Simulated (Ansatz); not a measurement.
**C2H2O (singlet): the correlation ladder, cc-pVDZ**

Aim: climb from Hartree-Fock through coupled cluster for C2H2O (singlet) at one geometry and basis, and see what each rung misses.

The runs use Ansatz 0.2.0, Gaussian basis; cc-pVDZ, core rule «outside noble gas», up to 3 orbitals frozen.

Plan: UHF; CCSD(T) on RHF; CCSDT(Q) on RHF.

3 further runs of the same task are left out: 1 that didn't finish, 2 set aside as unsound or not needed.

### Step 1. What is computed

The geometry is an MP2(full)/6-31G* stationary point (not a proven minimum).

5 atoms, charge 0, spin multiplicity 1.

Atoms are counted from 1 here; the program's logs count them from 0.

Bond lengths: C1–C2 1.318 Å, C1–H3 1.080 Å, C1–H4 1.080 Å, C2–O5 1.180 Å. Angles: C2–C1–H3 119.6°, C2–C1–H4 119.6°, H3–C1–H4 120.7°, C1–C2–O5 180.0°.

### Step 2. UHF

in.yaml

```yaml
crystal:
  periodic: [false, false, false]
  atoms:
    - {symbol: C, position_ang: [0.000000, 0.000000, -1.301788]}
    - {symbol: C, position_ang: [0.000000, 0.000000, 0.016472]}
    - {symbol: H, position_ang: [0.000000, 0.938847, -1.835672]}
    - {symbol: H, position_ang: [0.000000, -0.938847, -1.835672]}
    - {symbol: O, position_ang: [0.000000, 0.000000, 1.196172]}
basis:
  gaussian: {orbitals: cc-pVDZ}
magnetization: {spin_polarized: true, initial_magnetization: 0}
hamiltonian: {xc: hf}
output: {orbitals: {seedname: orbitals}}
```

Run with:

```console
$ ansatz run in.yaml --threads 1 --pin off --events-out ev --progress --plain --max-ram 2816MiB --backend cpu
```

After this run come: CCSD(T) on RHF; CCSDT(Q) on RHF.

Q: Predict the results of all the runs planned. Wanted: RCCSDT(Q) below the RHF energy; RMP2 from RCCSDT(Q); RCCSD from RCCSDT(Q); RCCSD(T) from RCCSDT(Q); T1 diagnostic.

The runs gave:

| quantity | value |
| --- | --- |
| RCCSDT(Q) below the RHF energy | -12.9024 eV |
| RMP2 from RCCSDT(Q) | +948.7 meV |
| RCCSD from RCCSDT(Q) | +539.7 meV |
| RCCSD(T) from RCCSDT(Q) | +64.9 meV |
| levels within 1 kcal/mol (43 meV) | none |
| T1 diagnostic | 0.018 |

**Reading.** RCCSD(T) lands +64.9 meV from the yardstick (0.5 % of the correlation energy). These misses are within one basis, not against nature.
